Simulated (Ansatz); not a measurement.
# BSiO (doublet): the correlation ladder, def2-TZVPP

An exercise on one series of results from a longer session: the logs are not shown, and one member is left open.

Computed with Ansatz 0.2.0, Gaussian basis. Level: def2-TZVPP, core rule «outside noble gas», up to 7 orbitals frozen.

Plan: UHF; ROHF; CCSD(T) on UHF.

2 further runs of the same task are left out: 2 set aside as unsound or not needed.

### The geometry

The geometry is a PBE0/def2-TZVP stationary point (not a proven minimum).

3 atoms, charge 0, spin multiplicity 2.

Atoms are counted from 1 here; the program's logs count them from 0.

Bond lengths: B1–O2 1.292 Å, O2–Si3 1.680 Å. Angles: B1–O2–Si3 180.0°.

Coordinates:

```xyz
3
BOSi
B     0.0000    0.0000   -1.4214
O     0.0000    0.0000   -0.1292
Si    0.0000    0.0000    1.5506
```

The first run:

Input file in.yaml:

```yaml
crystal:
  periodic: [false, false, false]
  atoms:
    - {symbol: B, position_ang: [0.000000, 0.000000, -1.421400]}
    - {symbol: O, position_ang: [0.000000, 0.000000, -0.129200]}
    - {symbol: Si, position_ang: [0.000000, 0.000000, 1.550600]}
basis:
  gaussian: {orbitals: def2-TZVPP}
magnetization: {spin_polarized: true, initial_magnetization: 1}
hamiltonian: {xc: hf}
output: {orbitals: {seedname: orbitals}}
```

Command:

```
$ ansatz run in.yaml --threads 1 --pin off --events-out ev --progress --plain --max-ram 4096MiB --backend cpu
```

Among the steps run: UHF; ROHF; CCSD(T) on UHF.

One table of the session follows, with a row left open; its other results are not shown here.

| method | from UCCSD(T) (kJ/mol) |
| --- | --- |
| ROHF | +1092.4 |
| UHF | +1078.2 |
| UMP2 | ? |
| UCCSD | +44.4 |
| UCCSD(T) | 0 |

Q: Estimate the row for UMP2 from the others.

As computed: from UCCSD(T) (kJ/mol): +113.9. In the column «from UCCSD(T) (kJ/mol)» it lies between UCCSD (+44.4) and UHF (+1078.2).

With the free atoms at the same levels and basis (separate runs), the atomisation energy is 10.894 eV at UCCSD(T), 8.226 eV at ROHF.
